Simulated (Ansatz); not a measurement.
A nudged elastic band was laid between two geometries of AlFH₂ (4 atoms, charge 0, multiplicity 1).

The calculation used Ansatz, RKS PBE-D4/def2-TZVP.

```json
{"movable images": "5", "climbing image": "yes", "spring": "5.0 eV/Å²", "optimiser": "quadratic models (default)", "start path": "through a guess of the saddle point", "force threshold": "0.05 eV/Å", "iteration limit": "60", "end points": "relaxed"}
```

First end point:

```xyz
4
Properties=species:S:1:pos:R:3
Al 0.402 0.000 0.173
F 0.444 0.000 1.841
H 1.798 0.000 -0.578
H -1.032 0.000 -0.505
```

Last end point:

```xyz
4
Properties=species:S:1:pos:R:3
Al 0.062 0.000 -0.872
F 1.168 0.000 1.361
H 1.870 0.000 0.718
H -1.488 0.000 -0.276
```

**Question.** What changes between the two ends?

**Answer.** Bonds broken: Al1–F2, Al1–H3. Bonds formed: F2–H3. AlFH2 becomes AlH + FH.

**Question.** What energy profile does the band end with?

**Answer.** The run converged. The highest image is number 4 of 0 to 6, 296.7 kJ/mol above the first end and 24.3 kJ/mol above the last; the last end lies 272.4 kJ/mol above the first. Neighbouring images differ by up to 1.3 eV, so the band resolves the path poorly. A vibrational analysis at the climbing image gives one clearly imaginary mode, 991i cm⁻¹: a first-order saddle point. The orbitals stay closed-shell, which can raise the energy where a bond breaks towards radicals; this wasn't checked here.

| image | path coordinate (Å) | energy (kJ/mol) | Al1–F2 (Å) | Al1–H3 (Å) | F2–H3 (Å) |
| --- | --- | --- | --- | --- | --- |
| 0 | 0.00 | 0.0 | 1.67 | 1.59 | 2.77 |
| 1 | 0.38 | 24.3 | 1.66 | 1.58 | 2.42 |
| 2 | 0.76 | 100.8 | 1.69 | 1.58 | 2.01 |
| 3 | 1.14 | 224.2 | 1.79 | 1.62 | 1.59 |
| 4 | 1.52 | 296.7 | 1.99 | 1.77 | 1.18 |
| 5 | 1.81 | 279.2 | 2.24 | 2.03 | 0.99 |
| 6 | 2.10 | 272.4 | 2.49 | 2.41 | 0.95 |

**Question.** What is the geometry of the highest image?

**Answer.** 
```xyz
4
Properties=species:S:1:pos:R:3:forces:R:3
Al 0.251 0.000 -0.495 -0.02 0.00 0.00
F 0.990 0.000 1.353 0.00 0.00 0.01
H 1.746 0.000 0.444 0.00 0.00 -0.01
H -1.374 0.000 -0.370 0.02 0.00 0.00
```

Run time: 41 s on 1 thread of Arm Neoverse V1, on a shared host, peak memory 0.11 GiB.
